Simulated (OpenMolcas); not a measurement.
**C2H2F2 (SMILES F/C=C\F) at 6 levels**

We compute a comparison of 6 runs (HF/3-21G, S12g/MINI, PBE0/def2-SVP, B3LYP/def2-TZVP, MP2/cc-pVDZ, CCSD/def2-SVP) of C2H2F2. 

The calculation is run with OpenMolcas 26.06.

7 further runs of the same task are left out: 3 that didn't finish, 4 set aside as unsound or not needed.

## 1. The structure to begin with

C2H2F2: 6 atoms, total charge 0, spin state singlet. As SMILES, `F/C=C\F`. The shape is that of a GFN2-xTB optimisation.

Bond lengths: F1–C2 1.335 Å, C2–C3 1.321 Å, C3–F4 1.335 Å, C2–H5 1.079 Å, C3–H6 1.078 Å. Angles: F1–C2–C3 123.7°, C2–C3–F4 123.7°, F1–C2–H5 113.2°, C3–C2–H5 123.0°, C2–C3–H6 123.2°, F4–C3–H6 113.1°.

## 2. Energy and gradient at HF/3-21G (run 1)

run.input

```
&gateway
 baslib=$CurrDir
 coord
 6
 bohr
 F      0.36350772    -1.58049134    -2.87397108
 C      0.76573592     0.05155173    -0.99344792
 C     -0.61867744     0.14439397     1.08169813
 F     -2.57488413    -1.38533932     1.52876954
 H      2.34259899     1.29858200    -1.33373090
 H     -0.27829997     1.47130297     2.59068224
 basis=3-21G
 group=NoSym

&seward

&scf
 thresholds=1e-10 1e-07 1e-07 1e-05
 prorbitals=1 1

&alaska
```

The basis set 3-21G is read from a file made from the Basis Set Exchange's data (not shown).

Started as:

```bash
$ export MOLCAS_MEM=1860
$ pymolcas run.input > run.log
```

The log of the run:

```text
--- Start Module: gateway ---
[...]
--- Stop Module: gateway /rc=_RC_ALL_IS_WELL_ ---
[...]
      Basis functions           40
[...]
--- Start Module: scf ---
[...]
       Convergence after  12 Iterations
[...]
::    Total SCF energy                               -274.2248362610
[...]
      Total spin, S                                     0.0000000000
[...]
      Total electronic charge=   32.000000
      Total            charge=   -0.000000
[...]
      Dipole Moment (debye):
      Origin of the operator (angstrom)=   -0.3155   -0.4233   -0.1920
                   X=  1.6986E+00               Y=  2.2768E+00               Z=  1.0311E+00           Total=  3.0220E+00
      Quadrupole Moment (debye*angstrom):
[...]
--- Stop Module: scf /rc=_RC_ALL_IS_WELL_ ---
--- Start Module: alaska ---
[...]
 *              Molecular gradients               *
 **************************************************
  Irreducible representation: a
 ------------------------------------------------------------------------------------------
                              X                       Y                       Z
 ------------------------------------------------------------------------------------------
  F1                5.98820367830644E-03    1.61754496777275E-02    1.57981948140247E-02
  C2                4.22722063648351E-04   -2.14748742099937E-02   -3.26379443394471E-02
  C3               -3.00726070493613E-02   -1.85734649394877E-02    1.42733898668768E-02
  F4                1.73063861767613E-02    1.52444855759768E-02   -1.39806242804763E-03
  H5                8.99661874386082E-03    4.10694538084178E-03   -6.47122808653022E-03
  H6               -2.64132361322394E-03    4.52145851491981E-03    1.04356501730605E-02
 ------------------------------------------------------------------------------------------
[...]
```

It took 2.1 s on 1 thread of Arm Neoverse V1, shared host; peak memory 0.37 GiB.

## 3. The charge distribution at S12g/MINI (RICD fitting, C-PCM methylenechloride) (run 2)

geom.xyz

```xyz
6

F      0.192360    -0.836360    -1.520840
C      0.405210     0.027280    -0.525710
C     -0.327390     0.076410     0.572410
F     -1.362570    -0.733090     0.808990
H      1.239650     0.687180    -0.705780
H     -0.147270     0.778580     1.370930
```

run.inp

```
&GATEWAY
  BasLib=$CurrDir
  Coord=geom.xyz
  Basis=MINI
  Group=NoSym
  RICD
  aCD
  RF-Input
  PCM-Model
  Solvent=methylenechloride
  Conductor
  End of RF-Input

&SEWARD

&SCF
  KSDFT=S12G
  PrOrbitals=0

&LOCALISATION
  Cholesky
```

The basis set MINI is read from a file made from the Basis Set Exchange's data (not shown).

Started as:

```bash
$ export MOLCAS_MEM=1860
$ pymolcas run.inp > run.log
```

The log of the run:

```text
--- Start Module: gateway ---
[...]
--- Stop Module: gateway /rc=_RC_ALL_IS_WELL_ ---
[...]
      Basis functions           22
[...]
--- Start Module: scf ---
[...]
       Convergence after  11 Iterations
[...]
::    Total KS-DFT energy                            -275.0539301223
[...]
      Total spin, S                                     0.0000000000
[...]
      Total electronic charge=   32.000000
      Total            charge=   -0.000000
[...]
      Dipole Moment (debye):
      Origin of the operator (angstrom)=   -0.3155   -0.4233   -0.1920
                   X=  9.7325E-01               Y=  1.3056E+00               Z=  5.9170E-01           Total=  1.7326E+00
      Quadrupole Moment (debye*angstrom):
[...]
--- Stop Module: scf /rc=_RC_ALL_IS_WELL_ ---
[...]
--- Start Module: localisation ---
[...]
--- Stop Module: localisation /rc=_RC_ALL_IS_WELL_ ---
[...]
```

Wall time 3.9 s (1 thread of Arm Neoverse V1, shared host).

Atomic charges (e):

```csv
atom,Mulliken
F1,-0.182
C2,-0.104
C3,-0.104
F4,-0.182
H5,+0.287
H6,+0.287
```

Runs 3 to 5 aren't shown in full; the table further down has their settings and results.

## 4. A single-point energy at CCSD/def2-SVP (run 6)

run.input

```
* C2H2F2 CCSD
&GATEWAY
BASLIB = $CurrDir
BASISSET
F.def2-SVP....
F1 0.192360 -0.836360 -1.520840 angstrom
F4 -1.362570 -0.733090 0.808990 angstrom
End of Basis
BASISSET
C.def2-SVP....
C2 0.405210 0.027280 -0.525710 angstrom
C3 -0.327390 0.076410 0.572410 angstrom
End of Basis
BASISSET
H.def2-SVP....
H5 1.239650 0.687180 -0.705780 angstrom
H6 -0.147270 0.778580 1.370930 angstrom
End of Basis
&SEWARD
&SCF
THRESHOLDS = 1e-10 1e-07 1e-07 1e-05
PRORBITALS = 1 1
&RASSCF
FILEORB = $Project.ScfOrb
SPIN = 1
NACTEL = 0 0 0
INACTIVE = 16
RAS2 = 0
OUTORBITALS = Canonical
ORBLISTING = Nothing
&MOTRA
JOBIPH
FROZEN = 4
&CCSDT
CCSD
ITERATIONS = 80
ACCURACY = 1e-08
EXTRAPOLATION = 5 4
```

The basis set def2-SVP is read from a file made from the Basis Set Exchange's data (not shown).

Started as:

```bash
$ export MOLCAS_MEM=1860
$ pymolcas run.input > run.log
```

The log of the run:

```text
--- Start Module: gateway ---
[...]
--- Stop Module: gateway /rc=_RC_ALL_IS_WELL_ ---
[...]
      Basis functions           66
[...]
       Convergence after  12 Iterations
[...]
::    Total SCF energy                               -275.5056913427
[...]
      Total spin, S                                     0.0000000000
[...]
      Number of active orbitals                  0
[...]
      Spin quantum number                      0.0
[...]
      Active orbitals                            0
[...]
      Number of CSFs                             1
[...]
      Number of root(s) required                 1
[...]
      Convergence after  4 iterations
[...]
      Natural orbitals and occupation numbers for root  1
      ************************************************************************************************************************
      *                                                    Final results                                                     *
      ************************************************************************************************************************
[...]
::    RASSCF root number  1 Total energy:   -275.50569134
[...]
      Total electronic charge=   32.000000
      Total            charge=   -0.000000
[...]
      Dipole Moment (debye):
      Origin of the operator (angstrom)=   -0.3155   -0.4233   -0.1920
                   X=  1.6112E+00               Y=  2.1591E+00               Z=  9.7712E-01           Total=  2.8657E+00
      Quadrupole Moment (debye*angstrom):
[...]
--- Start Module: motra ---
[...]
--- Stop Module: motra /rc=_RC_ALL_IS_WELL_ ---
--- Start Module: ccsdt ---
[...]
      Convergence after                    15  Iterations
      Total energy (diff) :    -276.15478462      -0.00000000
[...]
--- Stop Module: ccsdt /rc=_RC_ALL_IS_WELL_ ---
[...]
```

Run time: 15 s. Hardware: 1 thread of Arm Neoverse V1, shared host; peak memory 0.41 GiB.

## 5. All runs side by side

```csv
run,level,integral approximation,task,energy (Eh),dipole moment (D) of the reference,HOMO energy (eV),LUMO energy (eV),wall time
1,HF/3-21G,none,gradient,-274.224836,3.02,-10.50,4.86,2.1 s
2,"S12g/MINI (RICD fitting, C-PCM methylenechloride)",RICD aCD,properties,-275.053930,1.73,-7.27,-2.07,3.9 s
3,PBE0/def2-SVP,none,gradient,-276.555064,2.26,-7.48,0.60,16 s
4,B3LYP/def2-TZVP,none,gradient,-277.176634,2.29,-7.42,0.09,65 s
5,MP2/cc-pVDZ,none,energy,-276.369018,2.75,-10.52,4.81,3.3 s
6,CCSD/def2-SVP,none,energy,-276.154785,2.87,-10.65,4.65,15 s
```

## 6. What came out

| quantity | value |
| --- | --- |
| run 6: total energy | -276.15478 Eh |
| run 6: dipole moment (mean-field density) | 2.87 D |
| run 6: HOMO energy (Hartree–Fock orbitals) | -10.65 eV |
| run 6: LUMO energy (Hartree–Fock orbitals) | 4.65 eV |
| run 6: HOMO–LUMO gap (Hartree–Fock orbitals) | 15.30 eV |
| run 6: correlation energy (4 core orbitals frozen) | -649.1 mEh |

**Reading.** Over runs 1, 2, 3, 4 the dipole moment (its size) runs from 1.73 D (S12g/MINI) to 3.02 D (HF/3-21G). The two ends differ in method and basis and solvent. Over runs 1, 2, 3, 4 the HOMO–LUMO gap runs from 5.20 eV (S12g/MINI) to 15.36 eV (HF/3-21G). Totals of different functionals can't be ranked against each other. In run 2 the basis is minimal, so the values are rough. All runs together took 1.8 min, the longest 65 s.
